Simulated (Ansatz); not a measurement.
A run of Ansatz (development build ahead of 0.2.0) on triplet H2NO(+) in separate pieces at this shape:

```xyz
4

N     0.0000    0.0000    0.0000
O     0.0000    0.0000    3.7520
H     0.9401    0.0000   -0.4207
H     0.0000    0.8671    4.1401
```

Its results:

```json
{
 "Converged": "yes",
 "Total energy": "-129.92731 hartree",
 "Spin squared of the determinant": "2.000",
 "Stability test": "minimum among restricted orbitals"
}
```

Q: Which input gives this output? Name the method, the orbitals and the basis set, and write the input.

A: ROHF in pcseg-2.

```yaml
crystal:
  periodic: [false, false, false]
  atoms:
    - { symbol: "N", position_ang: [0.0, 0.0, 0.0] }
    - { symbol: O, position_ang: [0.0, 0.0, 3.752] }
    - { symbol: H, position_ang: [0.9401, 0.0, -0.4207] }
    - { symbol: H, position_ang: [0.0, 0.8671, 4.1401] }
basis:
  gaussian: { orbitals: pcseg-2 }
total_charge: 1
magnetization:
  initial_magnetization: 2
hamiltonian:
  xc: hf
```

Caution: stretched shape with no unrestricted run beside it, a lower state can exist; other spin multiplicities may lie lower.
